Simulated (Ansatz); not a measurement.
# ClH3SSi, SMILES S[SiH2]Cl: a rigid scan of one bond angle

Program: Ansatz 0.2.0, Python API.

Typed at the interpreter:
```pycon
>>> import ansatz as az
>>> from ase import Atoms
>>> atoms = Atoms(["S", "Si", "Cl", "H", "H", "H"], positions=[
...     (-1.09766, -1.24361, -0.2746),
...     (0.49076, 0.09697, 0.27549),
...     (-0.2011, 1.98171, 0.4113),
...     (-1.63503, -0.48121, -1.21658),
...     (1.5115, 0.04612, -0.75904),
...     (0.93153, -0.39997, 1.56344),
... ])
>>> # relax first, so that the scan starts from a minimum
>>> first = (
...     az.Crystal.molecule_from_ase(atoms).calculation()
...     .basis(gaussian="def2-SVP")
...     .functional("pbe0")
...     .relax(force_tolerance=0.02, max_steps=80)
... )
>>> atoms.positions = first.run(threads=1).report["positions_ang"]
>>> rows = []
>>> for angle in [85, 95, 105, 115, 125, 140, 160]:
...     bent = atoms.copy()
...     bent.set_angle(1, 0, 3, angle, indices=[3])
...     job = (
...         az.Crystal.molecule_from_ase(bent).calculation()
...         .basis(gaussian="def2-SVP")
...         .correlation("mp2")
...     )
...     rows.append((angle, job.run(threads=1).report["free_energy_ev"]))
...
>>> floor = min(e for _, e in rows)
>>> for angle, e in rows:
...     print(f"angle Si1-S0-H3 = {angle:3d} deg   {1000 * (e - floor):9.1f} meV")
...
angle Si1-S0-H3 =  85 deg        44.4 meV
angle Si1-S0-H3 =  95 deg         0.0 meV
angle Si1-S0-H3 = 105 deg        62.4 meV
angle Si1-S0-H3 = 115 deg       223.6 meV
angle Si1-S0-H3 = 125 deg       470.5 meV
angle Si1-S0-H3 = 140 deg       956.7 meV
angle Si1-S0-H3 = 160 deg      1646.7 meV
```

Reading the output:
- The scan is rigid, and the energies are electronic, in a modest basis. The zero is the lowest point of the grid, which needn't be the minimum.
- The start is relaxed with a density functional and scanned with the wavefunction method, so it isn't exactly that method's minimum.
- It ran for 23 s on 1 thread of Arm Neoverse V1 (shared host), peak memory 0.21 GiB.
